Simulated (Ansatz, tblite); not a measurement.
# BiH2Br: one state, many levels

An exercise on one series of results from a longer session: the logs are not shown, and one member is left open.

Method: as each input shows; program: Ansatz 0.2.0, Gaussian basis.

Levels to be run: GFN1-xTB, GFN2-xTB, PBE-D4/def2-TZVP, r2SCAN-D4/def2-TZVP, r2SCANh-D4/def2-TZVP, HSE06-D4/def2-TZVP, LDA/def2-TZVP, HF/def2-TZVP, LC-ωPBE/def2-TZVP, CAM-B3LYP-D4/def2-TZVP, ωB97X-V/def2-TZVP, PBE-D4/def2-SVP, PBE0-D4/def2-SVP, PBE0-D4/def2-TZVPD, PBE-D4/def2-TZVPD, r2SCAN-D4/def2-TZVPD, CCSD(T)/def2-TZVPP, MP2/def2-TZVP, RPA/def2-TZVP, CCSD(T)/def2-TZVPD.

## The structure

The geometry is that of the singlet, from an earlier relaxation (r2SCAN-D4/def2-TZVP).

4 atoms, charge 0, spin multiplicity 1.

Bond lengths: Bi1–H2 1.796 Å, Bi1–H3 1.796 Å, Bi1–Br4 2.613 Å. Angles: H2–Bi1–H3 89.2°, H2–Bi1–Br4 93.9°, H3–Bi1–Br4 93.9°.

Bi takes a core potential in the def2 sets. No spin-orbit coupling is included.

PBE0-D4/def2-TZVP was run before; its log isn't repeated, and its numbers join the tables.

Set-up of the first run:

Tight binding, by tblite at 300 K electronic temperature and without a spin-polarisation term:

```python
tblite.interface.Calculator('GFN1-xTB', numbers, positions, charge=0, uhf=0).singlepoint()
```

Tight binding, by tblite at 300 K electronic temperature and without a spin-polarisation term:

```python
tblite.interface.Calculator('GFN2-xTB', numbers, positions, charge=0, uhf=0).singlepoint()
```

start.molden holds the orbitals of an earlier run on this state, given as this run's starting guess.

in.yaml

```yaml
crystal:
  periodic: [false, false, false]
  atoms:
    - {symbol: Bi, position_ang: [0.076913, 0.145017, 0.854304]}
    - {symbol: H, position_ang: [1.567824, 0.159084, -0.147366]}
    - {symbol: H, position_ang: [-0.595137, 1.456376, -0.172856]}
    - {symbol: Br, position_ang: [-1.049600, -1.760467, -0.534071]}
basis:
  gaussian: {orbitals: def2-TZVP, initial_orbitals: start.molden}
hamiltonian: {xc: pbe, dispersion: d4}
scf: {omitted_lower_state_checks: [starts]}
output: {orbitals: {seedname: orbitals}}
```

Run with:

```sh
ansatz run in.yaml --threads 2 --pin off --events-out ev --progress --plain --max-ram 4352MiB
```

Steps of the session up to this table: PBE-D4/def2-TZVP; r2SCAN-D4/def2-TZVP; r2SCANh-D4/def2-TZVP; HSE06-D4/def2-TZVP; LDA/def2-TZVP; HF/def2-TZVP; LC-ωPBE/def2-TZVP; CAM-B3LYP-D4/def2-TZVP; ωB97X-V/def2-TZVP; PBE-D4/def2-SVP; PBE0-D4/def2-SVP; PBE0-D4/def2-TZVPD; PBE-D4/def2-TZVPD; r2SCAN-D4/def2-TZVPD; CCSD(T)/def2-TZVPP; MP2/def2-TZVP; RPA/def2-TZVP; CCSD(T)/def2-TZVPD.

One of the session's tables, all rows but one given; the rest of the session is left out.

| level | HOMO (eV) | LUMO (eV) | gap (eV) |
| --- | --- | --- | --- |
| HF/def2-TZVP | -10.08 | 0.86 | 10.94 |
| LDA/def2-TZVP | -6.60 | -3.02 | 3.58 |
| PBE-D4/def2-SVP | -6.24 | -2.62 | 3.62 |
| PBE-D4/def2-TZVP | -6.45 | -2.76 | 3.69 |
| PBE-D4/def2-TZVPD | -6.49 | -2.83 | 3.67 |
| r2SCAN-D4/def2-TZVP | -6.75 | -2.57 | 4.18 |
| r2SCAN-D4/def2-TZVPD | -6.77 | -2.62 | 4.15 |
| r2SCANh-D4/def2-TZVP | -7.17 | -2.31 | 4.86 |
| PBE0-D4/def2-SVP | -7.45 | -1.91 | 5.54 |
| PBE0-D4/def2-TZVP | -7.60 | -2.03 | 5.57 |
| PBE0-D4/def2-TZVPD | -7.63 | -2.11 | 5.52 |
| HSE06-D4/def2-TZVP | -7.21 | -2.39 | 4.81 |
| CAM-B3LYP-D4/def2-TZVP | -8.85 | -1.13 | 7.72 |
| LC-ωPBE/def2-TZVP | ? | ? | ? |
| ωB97X-V/def2-TZVP | -9.81 | -0.12 | 9.69 |

Estimate the missing values for LC-ωPBE/def2-TZVP.

The run gave: HOMO (eV): -10.13; LUMO (eV): -0.02; gap (eV): 10.11. In the column «HOMO (eV)» it is the lowest.
